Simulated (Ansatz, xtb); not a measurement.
Molecule: C3H7, charge 0, multiplicity 2. It need not be the lowest isomer of its formula. 
Coordinates optimised at B3LYP-D3(BJ)/def2-TZVP (Ansatz, a program for electronic structure):
SMILES: [CH2]CC
```xyz
10

C      0.0021     0.1108     0.5655
C      0.0077     1.2936    -0.3331
C     -0.0086    -1.2298    -0.1990
H     -0.8754     0.1418     1.2188
H      0.8812     0.1312     1.2165
H     -0.0146    -2.0711     0.4978
H      0.9356     1.6982    -0.7148
H     -0.9144     1.6801    -0.7468
H     -0.8918    -1.3071    -0.8353
H      0.8722    -1.3206    -0.8368
```
Charge 0, spin multiplicity 2.

Harmonic wavenumbers from GFN2-xTB (xtb, at its own minimum), cm⁻¹: 31, 228, 333, 521, 786, 900, 949, 1024, 1146, 1167, 1258, 1292, 1390, 1405, 1480, 1494, 1501, 2949, 2957, 3029, 3039, 3042, 3132, 3171.

Give the harmonic wavenumbers at B3LYP-D3(BJ)/def2-TZVP (Ansatz, finite differences of forces, unscaled).

43, 251, 341, 548, 752, 896, 897, 1022, 1098, 1199, 1312, 1327, 1400, 1470, 1487, 1494, 1506, 3013, 3028, 3045, 3091, 3100, 3140, 3238 cm⁻¹. Zero-point energy 55.3 kcal/mol.

From these and the geometry, give the ideal-gas thermochemistry at 298.15 K and 1 atm (rigid rotor, harmonic oscillator).

Point group C1, rotational symmetry number 1. Rotational constants 31.44, 8.869, 7.977 GHz. S(trans) 37.21, S(rot) 22.50, S(vib) 9.42, S(elec, spin only) 1.38, S 70.5 cal/(mol K). H(298) - H(0) 3.77 kcal/mol; G - E(el) 38.1 kcal/mol.
